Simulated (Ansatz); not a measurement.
We consider hcp Re, described by HSE06-D3(BJ) (Ansatz, a quantum-chemistry and plane-wave program, plane waves, PAW).

Numerical settings: plane-wave cutoff 460 eV, 12×12×6 k mesh (along the axes of the cell as run), Fermi–Dirac smearing 0.05 eV, no spin polarisation, scalar-relativistic PAW data made under PBE.

Computed at the level's own relaxed cell.

Problem. What does this level give for the lattice constant a and lattice parameter c?

Solution. 
- lattice constant a = 2.721 Å
- lattice parameter c = 4.417 Å

Measured, for comparison: lattice constant a 2.761 Å, lattice parameter c 4.458 Å (293 K, not corrected to a static lattice; as tabulated in Wikipedia's data pages). Computed (rounded) less measured: lattice constant a -1.4 %, lattice parameter c -0.9 %. A static lattice is as a rule a little smaller and stiffer than an uncorrected measurement, which narrows the difference in the lattice constant a, lattice parameter c and would widen misses of the other sign.

Spin–orbit coupling is not included.

The computed numbers hold no vibrational or temperature effects.
